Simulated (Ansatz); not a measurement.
**AlSiH (triplet): inputs that go wrong at distance Al2–H3 = 1.794 Å**

4 inputs are run for AlSiH (triplet) as typed; the log has to tell whether the result can be used and what must change.

Computed with Ansatz 0.2.0, Gaussian basis. Level: the settings change from run to run.

22 further runs of the same task are left out: 3 for a mislabelled method, 1 for a known fault of the program, 13 that didn't finish, 5 set aside as unsound or not needed.

## Step 1: The geometry

The geometry derives from a PBE0/def2-TZVP stationary point (not a proven minimum). One bond is set to the value named and the two fragments are kept rigid.

3 atoms, charge 0, spin multiplicity 3.

Atoms are counted from 1 here; the program's logs count them from 0.

Bond lengths: Si1–Al2 2.333 Å, Al2–H3 1.794 Å. Angles: Si1–Al2–H3 180.0°.

As a file:

```xyz
3
charge 0, multiplicity 3
Si    0.0000    0.0000    2.1536
Al    0.0000    0.0000   -0.1798
H     0.0000    0.0000   -1.9738
```

## Step 2: Input 1

Input file in.yaml:

```yaml
crystal:
  periodic: [false, false, false]
  atoms:
    - {symbol: Si, position_ang: [0.000000, 0.000000, 2.153645]}
    - {symbol: Al, position_ang: [0.000000, 0.000000, -0.179822]}
    - {symbol: H, position_ang: [0.000000, 0.000000, -1.973822]}
basis:
  gaussian: {orbitals: def2-SVPD}
magnetization: {spin_polarized: false, initial_magnetization: 2}
correlation: {method: ccsd_t, frozen_orbitals: {Si: 0}}
scf: {omitted_lower_state_checks: [cluster_reference]}
```

Launch:

```
$ ansatz run in.yaml --threads 1 --pin off --events-out ev --progress --plain --max-ram 2393MiB
```

The program printed:

```text
Functional definition: HF
  name "HF"
  cite "Fock, Z. Phys. 61, 126 (1930) doi:10.1007/BF01340294"
  parent pbe
  exchange = exact_x
  correlation = 0
these checks for a lower state are left out or cut short: cluster_reference
Error: "frozen_orbitals" has no count for Al
```

Run time: 0.03 s. Hardware: 1 thread of Arm Neoverse V1, shared host.

Diagnosis: The run was refused. The frozen-orbital counts are incomplete or too large. Fix: leave frozen_orbitals out, or give each element a count that its core has.

## Step 3: Input 2

Input file in.yaml:

```yaml
crystal:
  periodic: [false, false, false]
  atoms:
    - {symbol: Si, position_ang: [0.000000, 0.000000, 2.153645]}
    - {symbol: Al, position_ang: [0.000000, 0.000000, -0.179822]}
    - {symbol: H, position_ang: [0.000000, 0.000000, -1.973822]}
basis:
  gaussian: {orbitals: cc-pVDZ}
magnetization: {spin_polarized: false, initial_magnetization: 2}
correlation: {method: sc_nevpt2, electrons: all, active_space: {window: {electrons: 2, orbitals: 1}}}
```

Same command.

The program printed:

```text
Functional definition: HF
  name "HF"
  cite "Fock, Z. Phys. 61, 126 (1930) doi:10.1007/BF01340294"
  parent pbe
  exchange = exact_x
  correlation = 0
409 factors; integrals over basis functions are off by at most 9.5e-4 eV
mean field evaluation 1: about -14458.0112 eV, gradient 6.8e0 eV
mean field evaluation 2: about -14458.0236 eV, gradient 6.9e0 eV
mean field evaluation 4: about -14458.4845 eV, gradient 7.5e-1 eV
mean field evaluation 8: about -14458.4933 eV, gradient 3.5e-3 eV
mean field -14458.49334856 eV, -531.3398302408 hartree, gradient 2.7e-6 eV, S^2 2.000000; 0 other end points of the search recorded, 0 dependent functions left out
reference -14458.49334856 eV, -531.3398302408 hartree; 15, 13 occupied and 26, 28 virtual orbitals, 409 factors
Error: 2 electrons in 1 orbitals form no window around the highest filled level of the reference
```

Run time: 0.3 s. Hardware: 1 thread of Arm Neoverse V1, shared host.

**Diagnosis.** The run stopped with an error. The active window can't be built from these electrons and orbitals. Fix: choose counts that fit the spin, the electrons and the basis.

## Step 4: Input 3

Input file in.yaml:

```yaml
crystal:
  periodic: [false, false, false]
  atoms:
    - {symbol: Si, position_ang: [0.000000, 0.000000, 2.153645]}
    - {symbol: Al, position_ang: [0.000000, 0.000000, -0.179822]}
    - {symbol: H, position_ang: [0.000000, 0.000000, -1.973822]}
basis:
  gaussian: {orbitals: 6-31G}
magnetization: {spin_polarized: true, initial_magnetization: 6}
hamiltonian: {xc: {name: PBE0}}
correlation: {method: ccsd_t, electrons: outside_noble_gas, diis_vectors: 1}
scf: {lower_state_search: off}
output: {forces: true}
```

The command is unchanged.

The program printed, cut to the lines that bear on the results:

```text
Functional definition: PBE0
  name "PBE0"
  cite "Adamo & Barone, J. Chem. Phys. 110, 6158 (1999) doi:10.1063/1.478522"
  cite "Perdew, Burke & Ernzerhof, Phys. Rev. Lett. 77, 3865 (1996) doi:10.1103/PhysRevLett.77.3865"
  parent pbe
[...]
310 factors; integrals over basis functions are off by at most 1.3e-4 eV
[...]
mean field -14471.84316045 eV, -531.8304267790 hartree, gradient 1.1e-6 eV, S^2 12.000249; 0 other end points of the search recorded, 0 dependent functions left out
10 core orbitals not correlated: weight in the atoms' cores, before any rotation towards them, 1.000 or more for the frozen orbitals, at most 0.000 for the correlated occupied ones
reference -14450.49275292 eV, -531.0458137741 hartree; 7, 1 occupied and 11, 17 virtual orbitals, 310 factors
second order -0.84435498 eV of doubles, -0.08434724 eV of singles
cycle   1  -1.14078604 eV  change   -2.1e-1 eV  update   5.5e-2
[...]
cycle  25  -1.26969319 eV  change    1.1e-7 eV  update   3.3e-7
perturbative correction -0.03296459 eV, -0.0012114264 hartree
[...]
Total energy: -14451.79541071 eV, -531.0936855647 hartree
Atom 0 at     0.000000     0.000000     2.153645 Å, force     0.000000    -0.000000     2.244415 eV/Å
Atom 1 at     0.000000     0.000000    -0.179822 Å, force     0.000000    -0.000000     1.848614 eV/Å
Atom 2 at     0.000000     0.000000    -1.973822 Å, force    -0.000000     0.000000    -4.093029 eV/Å
Dipole moment:    -0.000000     0.000000    -0.343638 e Å
Checks for a lower state left out: starts, cluster_reference, orbital_swaps, neighbouring_geometries, increment
```

Run time: 2.4 s. Hardware: 1 thread of Arm Neoverse V1, shared host.

What is wrong: The run converged, which proves nothing about the input. Far too many unpaired electrons are asked for. Its energy belongs to the state of multiplicity 7, not to the triplet that was meant. To mend it, set initial_magnetization to that of the wanted state.

## Step 5: Input 4

Input file in.yaml:

```yaml
crystal:
  periodic: [false, false, false]
  atoms:
    - {symbol: Si, position_ang: [0.000000, 0.000000, 1.139709]}
    - {symbol: Al, position_ang: [0.000000, 0.000000, -0.095162]}
    - {symbol: H, position_ang: [0.000000, 0.000000, -1.044547]}
basis:
  gaussian: {orbitals: 6-31G}
magnetization: {spin_polarized: true, initial_magnetization: 2}
correlation: {method: ccsdt_q, electrons: outside_noble_gas}
accuracy: high
scf: {lower_state_search: full}
output: {forces: true}
```

Launched as before.

The program printed, cut to the lines that bear on the results:

```text
Functional definition: HF
  name "HF"
  cite "Fock, Z. Phys. 61, 126 (1930) doi:10.1007/BF01340294"
  parent pbe
[...]
565 factors; integrals over basis functions are off by at most 3.9e-9 eV
[...]
mean field -14421.17881945 eV, -529.9685465887 hartree, gradient 2.0e-8 eV, S^2 2.006096; 8 other end points of the search recorded, 0 dependent functions left out
determinant -14421.17881945 eV, -529.9685465887 hartree, with singles and doubles -14422.99766506 eV, -530.0353879322 hartree
determinant -14417.70517840 eV, -529.8408926346 hartree, with singles and doubles -14419.52002635 eV, -529.9075870668 hartree
10 core orbitals not correlated: weight in the atoms' cores, before any rotation towards them, 1.000 or more for the frozen orbitals, at most 0.000 for the correlated occupied ones
reference -14421.17881945 eV, -529.9685465887 hartree; 5, 3 occupied and 13, 15 virtual orbitals, 565 factors
second order -1.34758554 eV of doubles, -0.00000000 eV of singles
cycle   1  -1.65824593 eV  change   -3.1e-1 eV  update   5.5e-2
[...]
cycle  23  -1.86037563 eV  change   7.3e-10 eV  update  6.0e-10
perturbative correction -0.00159004 eV, -0.0000584329 hartree
[...]
Total energy: -14423.04078512 eV, -530.0369725650 hartree
Atom 0 at     0.000000     0.000000     1.139709 Å, force     0.000000    -0.000000    89.967133 eV/Å
Atom 1 at     0.000000     0.000000    -0.095162 Å, force    -0.000000     0.000000   -52.129088 eV/Å
Atom 2 at     0.000000     0.000000    -1.044547 Å, force     0.000000     0.000000   -37.838045 eV/Å
Dipole moment:     0.000000    -0.000000    -0.130969 e Å
```

Run time: 12 s. Hardware: 1 thread of Arm Neoverse V1, shared host.

Diagnosis: The run converged, which proves nothing about the input. The coordinates are scaled by the bohr-ångström factor. The shortest distance is 0.95 Å, against 1.79 Å in the geometry of step 1. Its energy belongs to another geometry. Cure: restore the coordinates in ångström.

## Step 6: Summary

| input | level | ended | cause | time |
| --- | --- | --- | --- | --- |
| 1 | CCSD(T) on ROHF/def2-SVPD | refused | the frozen-orbital counts are incomplete or too large | 0.03 s |
| 2 | NEVPT2(2,1)/cc-pVDZ | stopped by an error | the active window can't be built from these electrons and orbitals | 0.3 s |
| 3 | CCSD(T)/6-31G | converged | far too many unpaired electrons are asked for | 2.4 s |
| 4 | CCSDT(Q) on UHF/6-31G | converged | the coordinates are scaled by the bohr-ångström factor | 12 s |

1 refused, 1 stopped by an error, 2 converged. The input that converges on a wrong geometry or spin is the dangerous one: no error points at it, so geometry and ⟨S²⟩ have to be checked.
